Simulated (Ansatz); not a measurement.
in.yaml

```yaml
crystal:
  periodic: [false, false, false]
  atoms:
    - {symbol: Al, position_ang: [0.000000, 0.000000, 1.845217]}
    - {symbol: C, position_ang: [0.000000, 0.000000, -0.099904]}
    - {symbol: Cl, position_ang: [0.000000, 0.000000, -1.745313]}
basis:
  gaussian: {orbitals: "6-31++G**"}
magnetization: {spin_polarized: false, initial_magnetization: 4}
hamiltonian: {xc: {name: PBE}}
correlation: {method: ccsd, electrons: outside_noble_gas}
```

```sh
$ ansatz run in.yaml --threads 1 --pin off --events-out ev --progress --plain --max-ram 2393MiB
```

Problem. Roughly how long does this take on 1 thread of Arm Neoverse V1, shared host, and how much host memory?

Solution. 12 s wall and 0.17 GiB.

```
545 factors; integrals over basis functions are off by at most 9.3e-4 eV
mean field evaluation 1: about -20126.7036 eV, gradient 6.1e1 eV
mean field evaluation 2: about -20126.6973 eV, gradient 6.1e1 eV
mean field evaluation 4: about -20130.3625 eV, gradient 3.3e1 eV
mean field evaluation 8: about -20139.1115 eV, gradient 1.4e0 eV
mean field evaluation 16: about -20139.1259 eV, gradient 4.5e-5 eV
mean field evaluation 32: about -20139.1000 eV, gradient 1.8e0 eV
mean field evaluation 64: about -20139.0105 eV, gradient 4.6e0 eV
mean field evaluation 96: about -20137.5638 eV, gradient 2.8e-1 eV
mean field -20139.12593322 eV, -740.0992272561 hartree, gradient 1.2e-6 eV, S^2 6.000000; 6 other end points of the search recorded, 0 dependent functions left out
11 core orbitals not correlated: weight in the atoms' cores, before any rotation towards them, 1.000 or more for the frozen orbitals, at most 0.000 for the correlated occupied ones
reference -20110.53535717 eV, -739.0485429655 hartree; 9, 5 occupied and 45, 49 virtual orbitals, 545 factors
second order -7.19783614 eV of doubles, -0.53068284 eV of singles
cycle   1  -7.71994235 eV  change    9.1e-3 eV  update   8.4e-2
cycle   2  -7.94734220 eV  change   -2.3e-1 eV  update   3.3e-2
cycle   3  -8.02102188 eV  change   -7.4e-2 eV  update   1.1e-2
cycle   4  -8.02452433 eV  change   -3.5e-3 eV  update   4.5e-3
cycle   5  -8.02610273 eV  change   -1.6e-3 eV  update   2.2e-3
cycle   6  -8.02639400 eV  change   -2.9e-4 eV  update   8.5e-4
cycle   7  -8.02654946 eV  change   -1.6e-4 eV  update   3.2e-4
cycle   8  -8.02666430 eV  change   -1.1e-4 eV  update   1.5e-4
cycle   9  -8.02664561 eV  change    1.9e-5 eV  update   4.8e-5
cycle  10  -8.02662704 eV  change    1.9e-5 eV  update   1.7e-5
cycle  11  -8.02663337 eV  change   -6.3e-6 eV  update   7.3e-6
Total energy: -20118.56199054 eV, -739.3435163013 hartree
```
